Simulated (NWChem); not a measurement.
## Atomisation of Na2

```
Na
Na 1 3.1249
```
Charge 0, spin multiplicity 1.

All runs are NWChem calculations. The geometry was optimised at PBE0/def2-SVP, a minimum by its harmonic frequencies.

Basis set: def2-TZVP. The atomisation energy is electronic alone: no zero-point, thermal, spin-orbit or counterpoise terms. No value is extrapolated to the basis-set limit. Free atoms are single determinants with multiplicities Na 2.

B3LYP has NWChem's definition, with VWN1-RPA local correlation. The structure started from a generated list of species. The stability of the SCF solutions was not checked. Open-shell Hartree-Fock references start from PBE0 orbitals.

Task: For the atomisation energy, HF gives -0.4 kcal/mol and B3LYP gives 17.0 kcal/mol. What do PBE0, LDA (SVWN5), BP86 give?

Result: PBE0: 15.9 kcal/mol; LDA (SVWN5): 20.2 kcal/mol; BP86: 16.5 kcal/mol.
